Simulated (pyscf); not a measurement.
Single points on ωB97X-D3(BJ)/def2-SVP structures (PySCF, gas phase).

Problem. For HS–GeH₃ + H₂S → HS–GeH₂–SH + hydrogen (H₂), a four-centre exchange (singlet surface; Ge–H, H–S broken, Ge–S, H–H formed), PBE/def2-TZVP gives ΔE‡ = 163.4 kJ/mol and ΔE = -33.1 kJ/mol (zero: the separated reactants). In which direction and how far do B3LYP-D3(BJ)/def2-TZVP, PBE0-D3(BJ)/def2-TZVP, ωB97M-D3(BJ)/def2-TZVP move these?

Solution. B3LYP-D3(BJ): ΔE‡ = 190.9 kJ/mol, ΔE = -34.5 kJ/mol; PBE0-D3(BJ): ΔE‡ = 179.2 kJ/mol, ΔE = -35.3 kJ/mol; ωB97M-D3(BJ): ΔE‡ = 208.8 kJ/mol, ΔE = -28.2 kJ/mol. PBE's barrier lies under all of them, by 15.8 to 45.3 kJ/mol. Its reaction energy lies among theirs. Low barriers are usual for a GGA, whose delocalisation error favours stretched bonds. This is the saddle that the search found; another between the same sides may lie lower. Elements up to Kr have no core potential and no relativistic terms here.
